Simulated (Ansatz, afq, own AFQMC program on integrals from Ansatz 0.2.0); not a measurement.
**AlNH2, triplet in cc-pVDZ, levels against CCSDT(Q)**

```yaml
atoms:
  - { symbol: Al, position_ang: [-0.0022, -0.0845, 0.6205] }
  - { symbol: N, position_ang: [-0.0022, 0.0360, -1.1435] }
  - { symbol: H, position_ang: [-0.0022, 1.3503, 1.3538] }
  - { symbol: H, position_ang: [0.0934, 0.4132, -2.0740] }
```

Connectivity, by distances: AlH–NH.

Basis cc-pVDZ. Only valence electrons are correlated. Integrals, coupled cluster, full CI and functionals: Ansatz 0.2.0; the random walks run on the same integrals in our own AFQMC program. The CISD trial takes its coefficients from CCSD amplitudes. Released means that phaseless walkers are propagated on without the constraint, phases kept. ± is one standard error of the sampling.

Determinant: UHF, the one that the program's search chose, which needn't be the lowest solution. The geometry is a point of a scan.

No full CI on the walks' own integrals is used here; CCSDT(Q) serves as the reference and is uncertain by about the last step of the cluster series.

Cautions: lower spins were not checked.

```
T1 diagnostic                               : 0.0209
weight of the determinant in the CISD state : 0.902
⟨S²⟩ of the determinant                     : 2.016
size of the correlated space                : 10 electrons in 36 orbitals
```

Reference: CCSDT(Q), correlation energy -5.835 eV. The released energy is read at 2.40 1/Eh (meV from the phaseless value at times in 1/Eh: -9 ± 15 at 0.24, -5 ± 12 at 0.51, -7 ± 13 at 0.99, 0 ± 13 at 1.62, -10 ± 19 at 2.40).

```csv
level,E − E(reference) (meV),share of correlation (%)
HF,5834.7,0.00
MP2,921.2,84.21
CCSD,178.0,96.95
CCSD(T),42.6,99.27
CCSDT,13.0,99.78
ph-AFQMC/HF,39.2 ± 57.0,99.33
ph-AFQMC/CISD,9.0 ± 10.1,99.85
released AFQMC,-0.5 ± 18.8,100.01
```

Released energies are given only where the last usable release times agree within the noise; a slower fall can still hide under it.
